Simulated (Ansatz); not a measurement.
**Molecular dynamics, step by step**

C2H6Cl, doublet, BLYP-D4/def2-SVP (Ansatz 0.2.0). Settings (timestep in fs, temperature in K; T counts 21 degrees of freedom):

```yaml
hamiltonian: {xc: {name: BLYP}, dispersion: d4}
md: {n_steps: 60, timestep: 0.5, temperature: 1000, ensemble: nve, seed: 701, initial_velocities: maxwell_boltzmann}
```

Start, the saddle point found with PBE0-D4 in triple zeta (not stationary at another level):

```
9
angstrom
Cl -1.5388 -0.0191 -0.8338
C 0.2601 0.5088 -0.3845
C 0.7523 -0.3249 0.7562
H -3.0980 -0.4875 -1.2168
H 0.1564 1.5670 -0.1568
H 0.8002 0.3602 -1.3165
H 1.7749 -0.0273 1.0144
H 0.1285 -0.1927 1.6415
H 0.7644 -1.3844 0.4963
```

| step | time (fs) | potential energy less the start (meV) | kinetic energy (meV) | T (K) |
| --- | --- | --- | --- | --- |
| 0 | 0.00 | 0.0 | 904.8 | 1000 |
| 4 | 2.00 | 253.5 | 655.4 | 724 |
| 8 | 4.00 | 399.5 | 508.4 | 562 |
| 12 | 6.00 | 486.0 | 421.6 | 466 |
| 16 | 8.00 | 583.0 | 326.5 | 361 |
| 20 | 10.00 | 338.2 | 568.9 | 629 |
| 24 | 12.00 | 183.6 | 722.7 | 799 |
| 28 | 14.00 | 302.1 | 606.4 | 670 |
| 32 | 16.00 | 320.2 | 587.1 | 649 |
| 36 | 18.00 | 423.3 | 484.5 | 535 |
| 40 | 20.00 | 466.3 | 443.0 | 490 |
| 44 | 22.00 | 269.1 | 636.8 | 704 |
| 48 | 24.00 | 343.0 | 565.2 | 625 |
| 52 | 26.00 | 369.7 | 538.3 | 595 |
| 56 | 28.00 | 332.3 | 574.9 | 635 |
| 60 | 30.00 | 406.1 | 502.2 | 555 |

Step 4, positions (Å) and forces (eV/Å):

```json
{"atom": "Cl1", "x": "-1.533", "y": "-0.017", "z": "-0.826", "Fx": "-0.663", "Fy": "-0.246", "Fz": "-0.280"}
{"atom": "C2", "x": "0.281", "y": "0.505", "z": "-0.396", "Fx": "0.118", "Fy": "0.294", "Fz": "-1.466"}
{"atom": "C3", "x": "0.730", "y": "-0.324", "z": "0.756", "Fx": "0.439", "Fy": "1.237", "Fz": "-0.774"}
{"atom": "H4", "x": "-3.131", "y": "-0.533", "z": "-1.232", "Fx": "-0.180", "Fy": "-0.066", "Fz": "-0.049"}
{"atom": "H5", "x": "0.073", "y": "1.542", "z": "-0.094", "Fx": "0.436", "Fy": "0.316", "Fz": "-0.408"}
{"atom": "H6", "x": "0.840", "y": "0.355", "z": "-1.417", "Fx": "-0.683", "Fy": "0.451", "Fz": "1.767"}
{"atom": "H7", "x": "1.732", "y": "0.029", "z": "0.971", "Fx": "0.943", "Fy": "-0.072", "Fz": "0.596"}
{"atom": "H8", "x": "0.092", "y": "-0.249", "z": "1.608", "Fx": "-0.779", "Fy": "0.445", "Fz": "1.139"}
{"atom": "H9", "x": "0.722", "y": "-1.329", "z": "0.470", "Fx": "0.370", "Fy": "-2.361", "Fz": "-0.525"}
```

Step 20, positions (Å) and forces (eV/Å):

```json
{"atom": "Cl1", "x": "-1.516", "y": "-0.014", "z": "-0.798", "Fx": "-0.129", "Fy": "-0.121", "Fz": "-0.697"}
{"atom": "C2", "x": "0.329", "y": "0.513", "z": "-0.454", "Fx": "-3.046", "Fy": "-0.506", "Fz": "2.167"}
{"atom": "C3", "x": "0.664", "y": "-0.324", "z": "0.739", "Fx": "1.509", "Fy": "-1.156", "Fz": "-0.570"}
{"atom": "H4", "x": "-3.302", "y": "-0.732", "z": "-1.308", "Fx": "-0.051", "Fy": "-0.028", "Fz": "-0.035"}
{"atom": "H5", "x": "0.031", "y": "1.478", "z": "-0.116", "Fx": "0.377", "Fy": "1.629", "Fz": "-0.042"}
{"atom": "H6", "x": "0.880", "y": "0.475", "z": "-1.347", "Fx": "1.124", "Fy": "-0.254", "Fz": "-1.567"}
{"atom": "H7", "x": "1.675", "y": "0.068", "z": "1.043", "Fx": "-0.254", "Fy": "-0.586", "Fz": "0.450"}
{"atom": "H8", "x": "-0.080", "y": "-0.287", "z": "1.567", "Fx": "0.265", "Fy": "0.305", "Fz": "-0.298"}
{"atom": "H9", "x": "0.739", "y": "-1.405", "z": "0.388", "Fx": "0.205", "Fy": "0.718", "Fz": "0.593"}
```

Step 40, positions (Å) and forces (eV/Å):

```json
{"atom": "Cl1", "x": "-1.495", "y": "-0.010", "z": "-0.779", "Fx": "0.557", "Fy": "0.746", "Fz": "-0.662"}
{"atom": "C2", "x": "0.267", "y": "0.561", "z": "-0.480", "Fx": "-0.587", "Fy": "-1.024", "Fz": "2.355"}
{"atom": "C3", "x": "0.669", "y": "-0.353", "z": "0.708", "Fx": "-0.057", "Fy": "-0.605", "Fz": "1.730"}
{"atom": "H4", "x": "-3.573", "y": "-1.011", "z": "-1.434", "Fx": "-0.082", "Fy": "-0.040", "Fz": "-0.035"}
{"atom": "H5", "x": "0.361", "y": "1.644", "z": "-0.333", "Fx": "-0.696", "Fy": "0.354", "Fz": "0.689"}
{"atom": "H6", "x": "0.911", "y": "0.419", "z": "-1.281", "Fx": "1.073", "Fy": "-0.927", "Fz": "-2.625"}
{"atom": "H7", "x": "1.555", "y": "-0.119", "z": "1.385", "Fx": "-0.253", "Fy": "0.506", "Fz": "-1.019"}
{"atom": "H8", "x": "-0.210", "y": "-0.217", "z": "1.421", "Fx": "0.753", "Fy": "-0.704", "Fz": "-0.341"}
{"atom": "H9", "x": "0.844", "y": "-1.487", "z": "0.475", "Fx": "-0.708", "Fy": "1.692", "Fz": "-0.092"}
```

Last step (60):

```xyz
9
angstrom
Cl -1.4655 0.0113 -0.7756
C 0.2433 0.5364 -0.4797
C 0.6724 -0.3443 0.7401
H -3.9147 -1.3250 -1.5910
H 0.3014 1.6437 -0.2655
H 0.6263 0.1807 -1.3873
H 1.5998 0.0760 1.2577
H -0.2270 -0.4777 1.4494
H 0.7124 -1.4305 0.2787
```

Hardware: 4 CPU threads of an Arm Neoverse V2, shared host. Wall time about 47 s.
